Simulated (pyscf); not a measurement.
Thermochemistry of product channels of `[CH2]=[CH][CH3]` on the singlet surface, in kcal/mol, from CCSD(T)/def2-TZVPP + ΔMP2(QZVPP) energies (ideal gas, 1 atm, RRHO with modes under 100 cm⁻¹ raised to 100, one conformer, R ln 2 for rigid chiral ones). Single points on ωB97X-D3(BJ)/def2-SVP structures (PySCF, gas phase). Correlated levels are frozen-core, on RHF or UHF. ΔMP2 is the change of the MP2 total energy from the triple- to the quadruple-zeta basis.

```
products                           ΔE  ΔH(298 K)  ΔG(600 K)  ΔG(900 K)
-------------------------------  ----  ---------  ---------  ---------
`[CH4]` + `[C]=[CH2]` [singlet]   ___      +75.2      +54.3      +43.6
`[CH2]1[CH2][CH2]1`              +7.8       +8.4      +12.6        ___
```

Fill in the missing entries.


- `[CH4]` + `[C]=[CH2]` [singlet], ΔE: +80.5
- `[CH2]1[CH2][CH2]1`, ΔG(900 K): +14.9

These are energies of the channels, which say nothing of barriers. :C=CH₂ [singlet] lies 41.4 kcal/mol over its isomer HC≡CH, and others may lie lower still (electronic energy, ωB97M-D3(BJ)). The CCSD(T) − MP2 part came from Ansatz, without density fitting, on the same reference.
